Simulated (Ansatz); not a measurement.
```yaml
crystal:
  periodic: [false, false, false]
  atoms:
    - {symbol: Cu, position_ang: [0.000000, 0.000000, 0.000000]}
    - {symbol: F, position_ang: [0.000000, 0.000000, 1.890000]}
basis:
  gaussian: {orbitals: def2-TZVP}
total_charge: 1
magnetization: {spin_polarized: true, initial_magnetization: 1}
hamiltonian: {xc: pbe0}
relax: {f_tol: 0.004, max_steps: 80}
```

```sh
$ ansatz run in.yaml --threads 1 --pin off --events-out ev --progress --plain --max-ram 2176MiB
```

Steps of the relaxation (energy above the last step; positions in Å, forces in eV/Å):

```
2
step 1, 308.5 meV
Cu    0.000    0.000    0.000    0.000    0.000    2.208
F     0.000    0.000    1.890    0.000    0.000   -2.208
```

```
2
step 2, 153.7 meV
Cu    0.000    0.000    0.035    0.000    0.000    2.022
F     0.000    0.000    1.855    0.000    0.000   -2.022
```

```
2
step 3, 1608.9 meV
Cu    0.000    0.000    0.230    0.000    0.000  -16.226
F     0.000    0.000    1.660    0.000    0.000   16.226
```

```
2
step 5, 0.0 meV
Cu    0.000    0.000    0.100    0.000    0.000   -0.005
F     0.000    0.000    1.790    0.000    0.000    0.005
```

```
2
step 6, 0.0 meV
Cu    0.000    0.000    0.100    0.000    0.000    0.000
F     0.000    0.000    1.790    0.000    0.000    0.000
```

Close pairs at the end: Cu1–F2 1.691 Å.

A stationary point of unrestricted PBE0 after 6 steps, with ⟨S²⟩ = 0.753 against 0.75 for a pure state. 42 s on 1 thread of Arm Neoverse V1, shared host.
